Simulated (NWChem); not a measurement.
System: N cation, triplet

The following NWChem deck was run.

```
start job
memory heap 200 mb stack 900 mb global 1100 mb
charge 1
geometry units angstroms noautoz
  N      0.000000     0.000000     0.000000
end
basis spherical
  * library 6-31g*
end
dft
  odft
  mult 3
  xc xwpbe 0.80 cpbe96 1.0 hfexch 1.00
  cam 0.2 cam_alpha 0.2 cam_beta 0.8
  iterations 150
  mulliken
end
task dft energy
```

NWChem printed, in part:

```
             Northwest Computational Chemistry Package (NWChem) 7.3.0
             --------------------------------------------------------

                             Geometry "geometry" -> ""
                             -------------------------

 Output coordinates in angstroms (scale by  1.889725989 to convert to a.u.)

  No.       Tag          Charge          X              Y              Z
 ---- ---------------- ---------- -------------- -------------- --------------
    1 N                    7.0000     0.00000000     0.00000000     0.00000000

 Effective nuclear repulsion energy (a.u.)       0.0000000000

  pbe96 is a nonlocal functional; adding pw91lda local functional.

                                 NWChem DFT Module
                                 -----------------

 Summary of "ao basis" -> "ao basis" (spherical)
 ------------------------------------------------------------------------------
       Tag                 Description            Shells   Functions and Types
 ---------------- ------------------------------  ------  ---------------------
 N                           6-31g*                  6       14   3s2p1d

            General Information
            -------------------
          SCF calculation type: DFT
          Wavefunction type:  spin polarized.
          No. of atoms     :     1
          No. of electrons :     6
           Alpha electrons :     4
            Beta electrons :     2
          Charge           :     1
          Spin multiplicity:     3
          Use of symmetry is: off; symmetry adaption is: off
          Maximum number of iterations: 150
          AO basis - number of functions:    14
                     number of shells:     6
          Convergence on energy requested:  1.00D-06
          Convergence on density requested:  1.00D-05
          Convergence on gradient requested:  5.00D-04

              XC Information
              --------------
                     Hartree-Fock (Exact) Exchange  1.000
                     LC-wPBE(h)Exchange Functional  0.800
            Perdew 1991 LDA Correlation Functional  1.000 local
           PerdewBurkeErnz. Correlation Functional  1.000 non-local

           Range-Separation Parameters
           ---------------------------
           Alpha           :  0.20
           Beta            :  0.80
           Gamma           :  0.20
           Short-Range HF  :     F

             Grid Information
             ----------------
          Grid used for XC integration:  medium
          Radial quadrature: Mura-Knowles
          Angular quadrature: Lebedev.
          Tag              B.-S. Rad. Rad. Pts. Rad. Cut. Ang. Pts.
          ---              ---------- --------- --------- ---------
          N                   0.65       49           4.0       434
          Grid pruning is: on
          Number of quadrature shells:    49
          Spatial weights used:  Erf1

      Superposition of Atomic Density Guess
      -------------------------------------

 Sum of atomic energies:         -54.29373825

 Renormalizing density from       7.00 to      6

      Non-variational initial energy
      ------------------------------

 Total energy =     -48.569536
 1-e energy   =     -63.263076
 2-e energy   =      14.693541
 HOMO         =      -0.861555
 LUMO         =      -0.861555

     ---------------------------------------------
      Total Density - Mulliken Population Analysis
     ---------------------------------------------

    Atom       Charge   Shell Charges
 -----------   ------   -------------------------------------------------------
    1 N    7     6.00   2.00  1.23  1.49  0.77  0.51  0.00

     --------------------------------------------
      Spin Density - Mulliken Population Analysis
     --------------------------------------------

    Atom       Charge   Shell Charges
 -----------   ------   -------------------------------------------------------
    1 N    7     2.00  -0.00  0.00  1.49  0.00  0.51  0.00

   convergence    iter        energy       DeltaE   RMS-Dens  Diis-err
 ---------------- ----- ----------------- --------- --------- ---------
 d= 0,ls=0.0,diis     1    -53.9813616492 -5.40D+01  3.47D-03  2.21D-02
                                                     7.35D-03  2.79D-02
 d= 0,ls=0.0,diis     2    -53.9872162207 -5.85D-03  1.23D-03  3.29D-04
                                                     7.80D-04  2.89D-04
 d= 0,ls=0.0,diis     3    -53.9874348045 -2.19D-04  1.22D-04  3.64D-06
                                                     3.68D-04  2.48D-05
 d= 0,ls=0.0,diis     4    -53.9874440878 -9.28D-06  3.09D-05  2.04D-07
                                                     1.13D-05  1.48D-08
 d= 0,ls=0.0,diis     5    -53.9874441652 -7.74D-08  1.83D-06  4.99D-10
                                                     2.87D-06  1.43D-09

         Total DFT energy =      -53.987444165165
      One electron energy =      -69.965982671792
           Coulomb energy =       22.279195830254
    Exchange-Corr. energy =       -6.300657323628
 Nuclear repulsion energy =        0.000000000000

 Numeric. integr. density =        5.999999651840

                    DFT Final Alpha Molecular Orbital Analysis
                    ------------------------------------------

 Vector    2  Occ=1.000000D+00  E=-1.409559D+00
              MO Center= -1.9D-14,  3.0D-14, -2.9D-14, r^2= 5.3D-01
   Bfn.  Coefficient  Atom+Function         Bfn.  Coefficient  Atom+Function
  ----- ------------  ---------------      ----- ------------  ---------------
     2      0.632443  1 N  s                  6      0.451737  1 N  s
     1     -0.236507  1 N  s

 Vector    3  Occ=1.000000D+00  E=-9.648744D-01
              MO Center=  1.2D-14,  2.9D-15, -6.3D-15, r^2= 5.6D-01
   Bfn.  Coefficient  Atom+Function         Bfn.  Coefficient  Atom+Function
  ----- ------------  ---------------      ----- ------------  ---------------
     3      0.778447  1 N  px                 7      0.323916  1 N  px
     5     -0.096386  1 N  pz                 4      0.087544  1 N  py
     9     -0.040105  1 N  pz                 8      0.036427  1 N  py

 Vector    4  Occ=1.000000D+00  E=-9.648731D-01
              MO Center=  9.5D-16, -2.0D-14, -1.2D-14, r^2= 5.6D-01
   Bfn.  Coefficient  Atom+Function         Bfn.  Coefficient  Atom+Function
  ----- ------------  ---------------      ----- ------------  ---------------
     4      0.745134  1 N  py                 8      0.310055  1 N  py
     5      0.254910  1 N  pz                 9      0.106072  1 N  pz
     3     -0.052235  1 N  px

 Vector    5  Occ=0.000000D+00  E=-6.448588D-01
              MO Center=  6.5D-15, -1.3D-14,  3.9D-14, r^2= 6.1D-01
   Bfn.  Coefficient  Atom+Function         Bfn.  Coefficient  Atom+Function
  ----- ------------  ---------------      ----- ------------  ---------------
     5      0.701369  1 N  pz                 9      0.357939  1 N  pz
     4     -0.232024  1 N  py                 8     -0.118409  1 N  py
     3      0.112934  1 N  px                 7      0.057637  1 N  px

 Vector    6  Occ=0.000000D+00  E= 2.955535D-01
              MO Center= -8.3D-14, -9.3D-15,  1.0D-14, r^2= 1.7D+00
   Bfn.  Coefficient  Atom+Function         Bfn.  Coefficient  Atom+Function
  ----- ------------  ---------------      ----- ------------  ---------------
     7      1.106978  1 N  px                 3     -0.851478  1 N  px
     8      0.134417  1 N  py                 9     -0.133850  1 N  pz
     4     -0.103393  1 N  py                 5      0.102958  1 N  pz

 Vector    7  Occ=0.000000D+00  E= 2.955544D-01
              MO Center= -1.1D-14,  1.4D-13,  4.8D-14, r^2= 1.7D+00
   Bfn.  Coefficient  Atom+Function         Bfn.  Coefficient  Atom+Function
  ----- ------------  ---------------      ----- ------------  ---------------
     8      1.059139  1 N  py                 4     -0.814683  1 N  py
     9      0.363934  1 N  pz                 5     -0.279934  1 N  pz
     7     -0.084603  1 N  px                 3      0.065076  1 N  px

                     DFT Final Beta Molecular Orbital Analysis
                     -----------------------------------------

 Vector    1  Occ=1.000000D+00  E=-1.513219D+01
              MO Center=  5.6D-16, -8.2D-16,  4.9D-16, r^2= 2.0D-02
   Bfn.  Coefficient  Atom+Function         Bfn.  Coefficient  Atom+Function
  ----- ------------  ---------------      ----- ------------  ---------------
     1      0.995664  1 N  s

 Vector    2  Occ=1.000000D+00  E=-1.246852D+00
              MO Center= -2.2D-14,  3.9D-14, -8.2D-14, r^2= 5.6D-01
   Bfn.  Coefficient  Atom+Function         Bfn.  Coefficient  Atom+Function
  ----- ------------  ---------------      ----- ------------  ---------------
     2      0.587373  1 N  s                  6      0.497507  1 N  s
     1     -0.231915  1 N  s

 Vector    3  Occ=0.000000D+00  E=-5.896756D-01
              MO Center=  1.4D-14, -2.9D-14,  8.9D-14, r^2= 6.4D-01
   Bfn.  Coefficient  Atom+Function         Bfn.  Coefficient  Atom+Function
  ----- ------------  ---------------      ----- ------------  ---------------
     5      0.684704  1 N  pz                 9      0.378179  1 N  pz
     4     -0.226510  1 N  py                 8     -0.125108  1 N  py
     3      0.110250  1 N  px                 7      0.060894  1 N  px

 Vector    4  Occ=0.000000D+00  E=-5.092278D-01
              MO Center= -2.7D-15, -1.0D-14, -1.8D-14, r^2= 6.8D-01
   Bfn.  Coefficient  Atom+Function         Bfn.  Coefficient  Atom+Function
  ----- ------------  ---------------      ----- ------------  ---------------
     4      0.665506  1 N  py                 8      0.415637  1 N  py
     5      0.217636  1 N  pz                 9      0.135922  1 N  pz

 Vector    5  Occ=0.000000D+00  E=-5.092275D-01
              MO Center=  8.5D-15,  4.7D-15, -1.5D-14, r^2= 6.8D-01
   Bfn.  Coefficient  Atom+Function         Bfn.  Coefficient  Atom+Function
  ----- ------------  ---------------      ----- ------------  ---------------
     3      0.692143  1 N  px                 7      0.432274  1 N  px
     5     -0.105435  1 N  pz                 9     -0.065849  1 N  pz

     ---------------------------------------------
      Total Density - Mulliken Population Analysis
     ---------------------------------------------

    Atom       Charge   Shell Charges
 -----------   ------   -------------------------------------------------------
    1 N    7     6.00   2.00  1.14  1.52  0.86  0.48  0.00

     --------------------------------------------
      Spin Density - Mulliken Population Analysis
     --------------------------------------------

    Atom       Charge   Shell Charges
 -----------   ------   -------------------------------------------------------
    1 N    7     2.00   0.00  0.05  1.52 -0.05  0.48 -0.00

     -------------------------------------------
      Total Density - Lowdin Population Analysis
     -------------------------------------------

    Atom       Charge   Shell Charges
 -----------   ------   -------------------------------------------------------
    1 N    7     6.00   2.00  1.09  1.44  0.92  0.56  0.00

     ------------------------------------------
      Spin Density - Lowdin Population Analysis
     ------------------------------------------

    Atom       Charge   Shell Charges
 -----------   ------   -------------------------------------------------------
    1 N    7     2.00   0.00  0.03  1.44 -0.03  0.56 -0.00

   alpha - beta orbital overlaps
   -----------------------------

   alpha      1      2      3      4      5      6      7      8      9     10
    beta      1      2      5      4      3      8      7      6      9     14
 overlap   1.000  0.999  0.991  0.991  1.000  0.989  0.989  1.000  0.999  0.999

   alpha     11     12     13     14
    beta     13     12     11     10
 overlap   0.999  1.000  1.000  0.999

     --------------------------
     Expectation value of S2:
     --------------------------
      <S2> =      2.0022 (Exact =     2.0000)
```

Level: LRC-wPBEh/6-31G* (spherical d), spin-unrestricted. The open p shell is one determinant without spherical averaging. No stability test was run on the SCF state.
